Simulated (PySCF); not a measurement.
# CHClO, a complex of two parts: interaction energy

An exercise on one series of results from a longer session: the logs are not shown, and one member is left open.

Computed with PySCF 2.14.0; each step states its level. No surroundings beyond the atoms listed, unless a continuum is named. Atoms count from 0, parts from 1.

## The system as given

4 atoms, charge 0, multiplicity 1; geometry: GFN2-xTB. Parts: 1 = atoms 0–1, `Cl`, charge 0; 2 = atoms 2–3, `[C-]#[O+]`, charge 0.

Set-up of the first run:

The job: settings as JSON, then the geometry in Å.

```
{"job": {"xc": "PBE0", "basis": "def2-TZVPD", "d3": "d3bj", "grid": 3, "kind": "geom", "shake": 0.01}, "charge": 0, "multiplicity": 1, "parts": [{"atoms": "0-1", "charge": 0, "multiplicity": 1}, {"atoms": "2-3", "charge": 0, "multiplicity": 1}]}
Cl     0.038498     0.451036    -0.646129
H      0.100737    -0.278650     0.380112
C      0.267442    -2.140762     2.946176
O      0.263914    -1.475238     2.039853
```

On the command line:

```console
$ OMP_NUM_THREADS=1 python cluster_run.py task.json out
```

This one command runs all jobs of the session in turn.

Steps of the session up to this table: Geometry optimisation at PBE0-D3(BJ)/def2-TZVPD; Coupled-cluster interaction energy: CCSD(T) and MP2, 2.37 Å; Coupled-cluster interaction energy: CCSD(T) and MP2, 2.48 Å; Coupled-cluster interaction energy: CCSD(T) and MP2, 2.60 Å; Coupled-cluster interaction energy: CCSD(T) and MP2, 2.25 Å; Coupled-cluster interaction energy: CCSD(T) and MP2, 2.96 Å; Coupled-cluster interaction energy: CCSD(T) and MP2, 2.13 Å; Coupled-cluster interaction energy: CCSD(T) and MP2, 3.55 Å; Coupled-cluster interaction energy: CCSD(T) and MP2, 4.73 Å.

One of the session's tables, all rows but one given; the rest of the session is left out.

It belongs to the step «Coupled-cluster interaction energy: CCSD(T) and MP2, 4.73 Å». 

```
                 method  interaction energy (kcal/mol)
         HF/aug-cc-pVDZ                         -0.171
        MP2/aug-cc-pVDZ                         -0.070
       CCSD/aug-cc-pVDZ                         -0.107
    CCSD(T)/aug-cc-pVDZ                         -0.103
         HF/aug-cc-pVQZ                         -0.164
        MP2/aug-cc-pVQZ                         -0.072
    SCS-MP2/aug-cc-pVQZ                         -0.072
      MP2, extrapolated                              ?
CCSD(T), limit estimate                         -0.108
```

Q: Estimate the row for MP2, extrapolated from the others.

**Answer.** interaction energy (kcal/mol): -0.075. In the column «interaction energy (kcal/mol)» it lies between CCSD(T)/aug-cc-pVDZ (-0.103) and MP2/aug-cc-pVQZ (-0.072).
